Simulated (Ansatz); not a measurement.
# CH6N2 (SMILES NCN): single points off equilibrium

The task here is to estimate one member of a computed series from the others.

The runs use Ansatz 0.2.0, Gaussian basis; single points in def2-TZVPP.

Correlated methods freeze the cores.

## The system as given

9 atoms, charge 0, spin multiplicity 1.

Atoms are counted from 1 here; the program's logs count them from 0.

Bond lengths: N1–C2 1.532 Å, N1–H4 0.961 Å, N1–H5 1.110 Å, C2–N3 1.565 Å, C2–H6 1.159 Å, C2–H7 1.125 Å, N3–H8 1.056 Å, N3–H9 1.145 Å. Angles: C2–N1–H4 110.6°, C2–N1–H5 111.2°, H4–N1–H5 110.4°, N1–C2–N3 110.4°, N1–C2–H6 110.1°, N1–C2–H7 104.7°, N3–C2–H6 110.2°, N3–C2–H7 105.8°, H6–C2–H7 115.4°, C2–N3–H8 110.9°, C2–N3–H9 111.7°, H8–N3–H9 107.5°.

Coordinates:

```mol
CH6N2
  3D, bonds by distance, orders not assigned

  9  8  0  0  0  0  0  0  0  0999 V2000
   -0.9288    0.5616   -0.8889 N   0  0
    0.4475    0.1896   -0.3285 C   0  0
    0.3005   -0.8411    0.8395 N   0  0
   -1.3891   -0.2221   -1.2019 H   0  0
   -1.5409    1.0943   -0.1316 H   0  0
    0.9967    1.1406    0.0426 H   0  0
    0.9558   -0.3650   -1.1656 H   0  0
    1.2442   -1.2109    1.1359 H   0  0
   -0.1889   -0.3707    1.7612 H   0  0
  1  2  8  0
  1  4  8  0
  1  5  8  0
  2  3  8  0
  2  6  8  0
  2  7  8  0
  3  8  8  0
  3  9  8  0
M  END
```

Set-up of the first run:

Input file run/in.yaml:

```yaml
crystal:
  periodic: [false, false, false]
  atoms:
    - {symbol: N, position_ang: [-0.928800, 0.561600, -0.888900]}
    - {symbol: C, position_ang: [0.447500, 0.189600, -0.328500]}
    - {symbol: N, position_ang: [0.300500, -0.841100, 0.839500]}
    - {symbol: H, position_ang: [-1.389100, -0.222100, -1.201900]}
    - {symbol: H, position_ang: [-1.540900, 1.094300, -0.131600]}
    - {symbol: H, position_ang: [0.996700, 1.140600, 0.042600]}
    - {symbol: H, position_ang: [0.955800, -0.365000, -1.165600]}
    - {symbol: H, position_ang: [1.244200, -1.210900, 1.135900]}
    - {symbol: H, position_ang: [-0.188900, -0.370700, 1.761200]}
basis:
  gaussian: {orbitals: def2-TZVPP}
correlation: {method: ccsd_t}
output: {forces: true}
```

The command line of these runs was not kept.

Among the steps run: CCSD(T)/def2-TZVPP; PBE0-D4/def2-TZVPP; wB97M-V/def2-TZVPP; r2SCAN-D4/def2-TZVPP; PBE-D4/def2-TZVPP; BHLYP-D4/def2-TZVPP; B97M-V/def2-TZVPP.

One table of the session follows, with a row left open; its other results are not shown here.

| method | RMS force component (eV/Å) | angle to CCSD(T) forces (°) | dipole (D) |
| --- | --- | --- | --- |
| CCSD(T) | 1.707 | reference | 1.39 |
| PBE0-D4 | ? | ? | ? |
| wB97M-V | 1.741 | 2.7 | 1.41 |
| r2SCAN-D4 | 1.703 | 1.5 | 1.33 |
| PBE-D4 | 1.653 | 5.6 | 1.29 |
| BHLYP-D4 | 1.835 | 7.5 | 1.44 |
| B97M-V | 1.737 | 3.2 | 1.26 |

Q: Estimate the row for PBE0-D4 from the others.

**Answer.** RMS force component (eV/Å): 1.762; angle to CCSD(T) forces (°): 3.7; dipole (D): 1.39. In the column «RMS force component (eV/Å)» it lies between wB97M-V (1.741) and BHLYP-D4 (1.835).
